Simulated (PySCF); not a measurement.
Diamond was calculated with evGW@PBE (GTH pseudopotentials, Gaussian basis; PySCF).

The cell has the measured lattice: a = b = c = 3.5670 Å, α = β = γ = 90.00°.

Task: Estimate the band gap and smallest direct gap on the k points sampled that the calculation returns.

Result: 
band gap: 5.85 eV ± 0.2
smallest direct gap on the k points sampled: 7.80 eV ± 0.08

Note: cell and atoms aren't relaxed at this level.

A ± is a rough bar: the spread of an extrapolation, a floor set from checks against published values, or a statistical error.

Cost on a shared machine: around 3 core-hours (rough).
